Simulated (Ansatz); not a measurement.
Cost and result for the atomization energy of `CC1OCCO1` (14 atoms, 14 bonds).

Z-matrix (Å, degrees):
```
C
C 1 1.499
H 1 1.091 2 109.6
H 1 1.091 2 109.8 3 -119.9
H 1 1.091 2 110.0 3 120.3
O 2 1.401 1 110.9 3 -57.7
O 2 1.412 1 110.8 3 59.6
H 2 1.106 1 111.3 3 -179.3
C 6 1.409 2 104.3 1 159.4
C 7 1.417 2 107.6 1 -146.0
H 9 1.090 6 108.8 2 -157.2
H 9 1.098 6 110.5 2 83.0
H 10 1.094 7 108.7 2 122.8
H 10 1.095 7 110.7 2 -117.7
```

Charge 0, multiplicity 1. The geometry is a stationary point of PBE0-D4/def2-TZVP. Program: Ansatz. All runs use 2 threads of an AMD EPYC 7R13 on a shared host and a share of an NVIDIA H100 80 GB. Times are those of one run each, without the atoms' runs, and a repeat can differ threefold. Electronic energies, without spin–orbit coupling; frozen cores. CCSD(T)/CBS adds CCSD(T) − MP2 in def2-TZVPP to the MP2 limit, and its time is that of the two runs behind it. T1 = 0.011. HSE06 is the plane-wave form, built on full-range PBE exchange.

CCSD(T)/CBS is a level of theory with its own doubt, some kJ/mol a heavy atom from the limit and from the frozen cores, so smaller differences don't rank the functionals.

```csv
level,functions,wall time,atomization (kcal/mol),difference from CCSD(T)/CBS,per bond
BHLYP-D4/def2-TZVPP,298,2.3 s,1315.6,-46.4,-3.3
CCSD(T)/def2-SVP,124,2.4 s,1302.4,-59.6,-4.3
CAM-B3LYP-D4/def2-TZVPP,298,2.4 s,1369.5,7.5,0.5
HSE06-D4/def2-TZVPP,298,2.9 s,1373.0,11.0,0.8
B97M-V/def2-TZVPP,298,3.3 s,1361.8,-0.2,0.0
r2SCANh-D4/def2-TZVPP,298,3.4 s,1357.7,-4.3,-0.3
B2PLYP/def2-TZVPP,298,3.5 s,1347.7,-14.3,-1.0
ωB97X-V/def2-TZVPP,298,3.6 s,1366.4,4.4,0.3
revPBE-D4/def2-TZVPP,298,3.6 s,1362.5,0.5,0.0
MP2/def2-QZVPP,582,4.5 s,1374.5,12.5,0.9
BLYP-D4/def2-TZVPP,298,5.5 s,1359.3,-2.7,-0.2
CCSD(T)/def2-TZVPP,298,6 s,1329.0,-33.0,-2.4
CCSD(T)/CBS(def2),–,11 s,1362.0,0.0,0.0
```

At CCSD(T), def2-SVP lies −59.7 kcal/mol from the extrapolated value and def2-TZVPP −33.0 kcal/mol: correlation converges slowly with the basis, and small sets miss more of it in the bonded molecule than in its fragments. In def2-TZVPP, CCSD(T) changes the Hartree–Fock value by +348.3 kcal/mol (the triples alone add +21.1 kcal/mol) and MP2 by +374.4 kcal/mol; breaking electron pairs costs correlation energy, which Hartree–Fock lacks. The D4 term adds +9.8 kcal/mol with B3LYP and +5.1 kcal/mol with PBE0; it sums over pairs of atoms, weighted by their polarisabilities, and B3LYP, whose exchange is more repulsive, gets the larger term.

B3LYP here is the variant with VWN-RPA as its local correlation; programs differ in this.
